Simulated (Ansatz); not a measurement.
# AlGaHF⁺ (H-bridged), doublet: reading a ladder of total energies

Geometry: that of the AlGaHF (H-bridged), singlet, kept fixed.

```yaml
atoms:
  - { symbol: F, position_ang: [0.0000, 0.2780, 2.8734] }
  - { symbol: Al, position_ang: [0.0000, -0.3368, 1.3309] }
  - { symbol: Ga, position_ang: [0.0000, 0.0372, -1.2999] }
  - { symbol: H, position_ang: [0.0000, 1.2041, 0.1341] }
```

Basis cc-pVDZ; Ansatz 0.2.0. Only valence electrons are correlated (noble-gas cores and the filled d shells of p-block atoms frozen), which leaves 13 electrons in 44 orbitals. R marks a restricted (for open shells ROHF) determinant, U an unrestricted one. No spin–orbit coupling is included, and no scalar relativity.

Full CI isn't at hand for all of this; UCCSDT(Q) serves as the reference, and is uncertain by about the last step of the cluster series.

Runs differ by some tens of microhartree through their thresholds and, for an open shell, their frozen cores, so steps under 0.03 kcal/mol mean nothing.

```json
{"level": "UHF", "total energy (hartree)": "-2264.919455"}
{"level": "UMP2", "total energy (hartree)": "-2265.193818"}
{"level": "UCCSD", "total energy (hartree)": "-2265.217860"}
{"level": "UCCSD(T)", "total energy (hartree)": "-2265.224203"}
{"level": "UCCSDT", "total energy (hartree)": "-2265.225206"}
{"level": "UCCSDT(Q)", "total energy (hartree)": "-2265.225888"}
```

What is the correlation energy at UCCSDT(Q), and what share of it do UMP2 and UCCSDT recover?

E(corr) = -2265.225888 − (-2264.919455) = -0.306433 hartree = -8.338 eV. UMP2: -0.274363 / -0.306433 = 89.53 %. UCCSDT: -0.305751 / -0.306433 = 99.78 %.

By how many kcal/mol does UCCSD(T) miss UCCSDT(Q) (1 hartree = 627.509 kcal/mol), and which steps make up the rest?

-2265.224203 − (-2265.225888) = 0.001685 hartree = 1.06 kcal/mol. Steps: UCCSDT − UCCSD(T) = -0.63, UCCSDT(Q) − UCCSDT = -0.43 kcal/mol. Differences between like states or geometries often cancel part of this.
